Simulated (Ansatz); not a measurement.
Relaxation of C$_{2}$H$_{3}$NO$_{2}$ (8 atoms, charge 0, multiplicity 1), to a largest force component of 0.02 eV/Å in at most 50 steps.

Theory: RKS PBE0/def2-SVPD in Ansatz.

```xyz
8
Properties=species:S:1:pos:R:3
N -1.354 -0.177 1.461
C -0.592 -0.038 0.610
C 0.274 0.030 -0.342
O 1.022 1.217 -0.568
O 0.611 -1.080 -1.097
H -1.533 0.780 1.934
H -0.409 0.543 -1.020
H 0.085 -1.785 -0.761
```

Question: Where does it end, and by what steps?

Answer: The forces met the threshold. After 46 steps the energy has fallen by 5.241 eV; C2 moved furthest, 2.94 Å. Parted: C2–C3.

```tsv
step	energy less start (eV)	largest force component (eV/Å)	accepted
0	0.0000	7.257	yes
2	-2.2846	2.789	yes
4	-3.0894	1.015	yes
6	-3.6076	2.270	yes
8	-4.4870	1.529	yes
10	-3.5017	6.652	no
12	-4.8474	0.592	yes
14	-4.9155	0.478	yes
16	-4.9380	0.134	yes
18	-4.9399	0.550	yes
20	-4.9560	0.210	yes
22	-4.9578	0.221	yes
24	-4.9639	0.192	yes
26	-4.9713	1.489	no
28	-4.9863	0.171	yes
30	-5.0111	0.941	yes
32	-5.0765	0.367	yes
34	-5.1164	1.412	yes
36	-5.1805	0.572	yes
38	-5.1885	0.703	no
40	-5.2240	0.093	yes
42	-5.2388	0.091	yes
44	-5.2408	0.067	yes
46	-5.2410	0.016	yes
```

```xyz
8
Properties=species:S:1:pos:R:3
N -1.800 0.386 1.854
C -2.716 0.711 2.506
C 0.356 -0.174 -1.001
O 0.324 -0.353 0.191
O 1.355 -0.538 -1.783
H -1.006 0.105 1.275
H -0.447 0.315 -1.581
H 2.038 -0.963 -1.241
```

Run time: 110 s on 2 threads of Arm Neoverse V1, with other jobs on the host, peak memory 0.27 GiB.
